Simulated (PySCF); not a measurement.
## NO at B3LYP

Level: B3LYP. basis N aug-cc-pVDZ, O aug-cc-pVDZ; no relativity; PySCF 2.14.

- state: ²Π (doublet), unpaired electrons π ↑
- bond length: 1.154 Å
- harmonic wavenumber: 1975 cm⁻¹
- force constant: 17.2 mdyn/Å
- rotational constant Be: 1.695 cm⁻¹
- anharmonicity ωexe: 12.4 cm⁻¹
- vibration–rotation constant αe: 0.0158 cm⁻¹
- well depth De to N + O: 152.0 kcal/mol
- dissociation energy D0: 149.2 kcal/mol
- bond order (Mayer): 1.94
- dipole moment (positive dipole means N(−)O(+)): 0.12 D

The state was picked by a PBE0 search and need not be the measured ground state.
